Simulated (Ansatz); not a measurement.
A calculation with Ansatz (development build ahead of 0.2.0).

```yaml
crystal:
  periodic: [false, false, false]
  atoms:
    - { symbol: C, position_ang: [-1.26926, -0.42806, 0.0] }
    - { symbol: H, position_ang: [-1.26926, -1.0788, 0.87942] }
    - { symbol: H, position_ang: [-1.26926, -1.0788, -0.87942] }
    - { symbol: H, position_ang: [-2.17622, 0.18369, 0.0] }
    - { symbol: C, position_ang: [0.0, 0.42806, 0.0] }
    - { symbol: H, position_ang: [0.0, 1.0788, 0.87942] }
    - { symbol: H, position_ang: [0.0, 1.0788, -0.87942] }
    - { symbol: C, position_ang: [1.26926, -0.42806, 0.0] }
    - { symbol: H, position_ang: [1.26926, -1.0788, 0.87942] }
    - { symbol: H, position_ang: [1.26926, -1.0788, -0.87942] }
    - { symbol: H, position_ang: [2.17622, 0.18369, 0.0] }
basis:
  gaussian: { orbitals: cc-pVDZ }
hamiltonian:
  xc: hf
correlation:
  method: mp2
  frozen_orbitals: { C: 1, H: 0 }
```

The input is written out in the form of the current development build from the run's settings.

Output:

```yaml
Converged: yes
Reference_energy: -118.27186 hartree
Correlation_energy: -0.44542 hartree
Total_energy: -118.71728 hartree
Spin_squared_of_the_determinant: 0.000
```
